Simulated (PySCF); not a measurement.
## Running PySCF for BS⁺

Input:

```python
from pyscf import gto, dft

mol = gto.M(
    atom='B 0 0 0; S 0 0 1.71',
    basis='aug-cc-pvdz',
    charge=1,
    spin=2,
    verbose=4,
)
mf = dft.UKS(mol, xc='m06')
mf = mf.newton()
mf.kernel()
mf.stability(internal=True, external=True)
mf.dip_moment()
print('orbital energies (hartree):', [e[max(0, n-3):n+3].round(4) for e, n in zip(mf.mo_energy, mol.nelec)])
```

```bash
$ OMP_NUM_THREADS=1 python input.py
```

Output (some set-up lines and the per-cycle HOMO/LUMO lines with their warnings removed):

```
PySCF version 2.14.0

[INPUT] verbose = 4
[INPUT] num. atoms = 2
[INPUT] num. electrons = 20
[INPUT] charge = 1
[INPUT] spin (= nelec alpha-beta = 2S) = 2
[INPUT] symmetry False subgroup None
[INPUT] Mole.unit = angstrom
[INPUT] Symbol           X                Y                Z      unit          X                Y                Z       unit  Magmom
[INPUT]  1 B      0.000000000000   0.000000000000   0.000000000000 AA    0.000000000000   0.000000000000   0.000000000000 Bohr   0.0
[INPUT]  2 S      0.000000000000   0.000000000000   1.710000000000 AA    0.000000000000   0.000000000000   3.231431673006 Bohr   0.0

nuclear repulsion = 24.7568285810526
number of shells = 16
number of NR pGTOs = 85
number of NR cGTOs = 50
basis = aug-cc-pvdz
ecp = {}

******** <class 'pyscf.soscf.newton_ah.SecondOrderUKS'> ********
method = SecondOrderUKS
initial guess = minao
damping factor = 0
level_shift factor = 0
DIIS = <class 'pyscf.scf.diis.CDIIS'>
diis_start_cycle = 1
diis_space = 8
diis_damp = 0
SCF conv_tol = 1e-09
SCF conv_tol_grad = None
SCF max_cycles = 50
direct_scf = True
direct_scf_tol = 1e-13
number electrons alpha = 11  beta = 9
XC library pyscf.dft.libxc version 7.0.0
    S. Lehtola, C. Steigemann, M. J.T. Oliveira, and M. A.L. Marques.,  SoftwareX 7, 1–5 (2018)
XC functionals = m06
    Y. Zhao and D. G. Truhlar.,  Theor. Chem. Acc. 120, 215 (2008)
    Y. Zhao and D. G. Truhlar.,  Theor. Chem. Acc. 120, 215 (2008)
radial grids:
    Treutler-Ahlrichs [JCP 102, 346 (1995); DOI:10.1063/1.469408] (M4) radial grids

becke partition: Becke, JCP 88, 2547 (1988); DOI:10.1063/1.454033
pruning grids: <function nwchem_prune>
grids dens level: 3
symmetrized grids: False
atomic radii adjust function: <function treutler_atomic_radii_adjust>
small_rho_cutoff = 0
******** <class 'pyscf.dft.uks.UKS'> Newton solver flags ********
SCF tol = 1e-09
conv_tol_grad = None
max. SCF cycles = 50
direct_scf = True
direct_scf_tol = 1e-13
max_cycle_inner = 12
max_stepsize = 0.05
ah_start_tol = 1e+09
ah_level_shift = 0
ah_conv_tol = 1e-12
ah_lindep = 1e-14
ah_start_cycle = 1
ah_max_cycle = 40
ah_grad_trust_region = 2.5
kf_interval = 4
kf_trust_region = 5
canonicalization = True
Set conv_tol_grad to 3.16228e-05
tot grids = 32928

Initial guess E= -422.490820342315  |g|= 0.193657
macro= 0  E= -422.53503270399  delta_E= -0.0442124  |g|= 0.0284129  3 KF 9 JK
macro= 1  E= -422.535431294691  delta_E= -0.000398591  |g|= 0.00368675  3 KF 9 JK
macro= 2  E= -422.535431785169  delta_E= -4.90478e-07  |g|= 8.1509e-05  2 KF 7 JK
macro= 3  E= -422.535431785169  delta_E= -3.41061e-13  |g|= 4.19899e-06  1 KF 2 JK
Canonicalize SCF orbitals
macro X = 4  E=-422.535431785169  |g|= 4.19899e-06  total 10 KF 32 JK
converged SCF energy = -422.535431785169  <S^2> = 2.0032578  2S+1 = 3.0021711
uhf_internal: lowest eigs of H = [-2.31291845e-05  1.66384294e-01  2.29152050e-01]
<class 'pyscf.soscf.newton_ah.SecondOrderUKS'> wavefunction has an internal instability
uhf_real2complex: lowest eigs of H = [-0.0076042   0.05855156  0.12317557]
<class 'pyscf.soscf.newton_ah.SecondOrderUKS'> wavefunction has an real -> complex instability
uhf_external: lowest eigs of H = [-0.46178054 -0.07256544 -0.0025511 ]

WARN: System has nonzero charge 1; the dipole moment is origin-dependent.
Location of origin: [0. 0. 0.]

Dipole moment(X, Y, Z, Debye): -0.00000,  0.00000,  3.96172
orbital energies (hartree): [array([-0.6493, -0.6226, -0.5936, -0.3579, -0.3459, -0.1904]), array([-1.0396, -0.7199, -0.5907, -0.4978, -0.4573, -0.3117])]
```

In short: E(SCF) = -422.535432 Eh, 4 cycles, ⟨S²⟩ = 2.003, internal unstable; real -> complex unstable.

Run time: 39 s on 1 thread of Intel Xeon Platinum 8375C @ 2.90GHz (shared host), peak memory 0.29 GiB.

The stability test finds a lower solution, so these numbers belong to a saddle point. The bond length is a typed value, not an optimised one. The dipole of an ion depends on the origin. No search for the lowest solution was made.
